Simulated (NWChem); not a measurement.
## Correlation energy of Na (+1)

```xyz
1

Na     0.0000     0.0000     0.0000
```
Charge +1, spin multiplicity 1.

The numbers come from NWChem runs, not from measurements.

Basis set: def2-QZVP. Each correlation energy counts from its own Hartree-Fock reference.

The correlated methods keep 1 core orbital frozen. No row is a measurement; the coupled-cluster row has its own basis-set and correlation limits.

```
method        correlation energy (mHa)
------------  ------------------------
SCS-MP2                              ?
CCSD(T)                         -141.8
CR-CCSD[T]                      -141.8
CR-CCSD(T)                      -141.7
MP2                             -134.8
CCSD+T(CCSD)                    -141.9
CCSD                                 ?
```

Problem. Some entries are withheld; supply them.

Solution. 
- SCS-MP2, correlation energy (mHa): -130.1
- CCSD, correlation energy (mHa): -140.1
